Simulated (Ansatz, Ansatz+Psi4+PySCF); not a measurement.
```xyz
3

S     0.0000    0.0000    0.3870
O     0.0000    1.3209   -0.3786
O     0.0000   -1.3209   -0.3786
```

Basis set: cc-pVTZ on O; cc-pV(T+d)Z on S (spherical functions). Frozen core: 7 orbitals. Charge 0, multiplicity 1.

Computed with Ansatz (development build ahead of 0.2.0); each method stands on the lowest determinant of its kind that the runs found. Restricted open shells among the atoms or ions are ROHF, correlated in semicanonical orbitals with singles.

The atomization energy at this shape (free ground-state atoms in the same class of orbitals less the molecule, no zero-point energy) of singlet SO2:

| method | atomization energy |
| --- | --- |
| RHF-CCSD(T) | 971.3 kJ/mol |
| RHF-MP2 | 1078.5 kJ/mol |

**Question.** What does RHF give?

**Answer.** 387.3 kJ/mol. Caution: the shape is not the minimum.
